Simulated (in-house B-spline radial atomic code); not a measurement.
Values are calculated unless marked as measured or tabulated.
C ion on N atom: potential, deflection and energy transfer

The pair potential comes from two frozen, spherical free-atom densities (PBE, B-spline radial code, scalar-relativistic past argon): electrostatics plus the change in Thomas-Fermi kinetic and Dirac exchange energy where they overlap, the recipe behind the universal ZBL potential, which averages such potentials (from solid-state densities) over many pairs. It is written V = (Z1 Z2 e²/r) φ(r/a), with e² = 14.3996 eV·Å and a = 0.46850 Å/(Z1^0.23 + Z2^0.23); ZBL's fit is φ = 0.18175 e^(−3.1998x) + 0.50986 e^(−0.94229x) + 0.28022 e^(−0.4029x) + 0.02817 e^(−0.20162x). Where φ falls below 4e-4 it is continued as an exponential.

Masses 12.01 and 14.01 u.

```csv
x = r/a,"φ, this pair","φ, ZBL"
0.1,0.9157,0.8928
0.5,0.66,0.6096
1.5,0.3533,0.2995
3,0.1691,0.1292
5,0.065,0.05224
8,0.01896,0.01705
12,0.004546,0.00474
```

Task: At x = 4 the electrostatic, kinetic and exchange parts are 18.07, 104.55 and -18.41 eV. Find r, V and φ.

Result: a = 0.46850/(1.5100 + 1.5645) = 0.15238 Å, so r = 0.60953 Å. V = 18.07 + 104.55 + (-18.41) = 104.21 eV. The bare repulsion is 6 × 7 × 14.3996/0.60953 = 992.21 eV, so φ = 0.1050, +30.9 % against ZBL's 0.0803. The kinetic (Pauli) term is 100 % of V here, as the other two terms together attract.

Task: The ion comes in at 7.371 keV with impact parameter 0.0762 Å. The scattering integral gives a centre-of-mass angle of 66.56° and a closest approach of 0.8287 a. What are the reduced energy, the energy passed on and the laboratory angles?

Result: ε = E a M2/(Z1 Z2 e² (M1 + M2)) = 7371 × 1.3567e-04 = 1. The most that one collision can pass on is γE with γ = 4 M1 M2/(M1 + M2)² = 0.9941. Here T = γE sin²(θ/2) = 0.9941 × 7371 × 0.3011 = 2206 eV. The ion turns by arctan(sin θ/(cos θ + M1/M2)) = 36.2°, and the struck atom leaves at (180° − θ)/2 = 56.7°. The closest approach is 0.126 Å. With ZBL the angle would be 63.04° and T = 2003 eV.
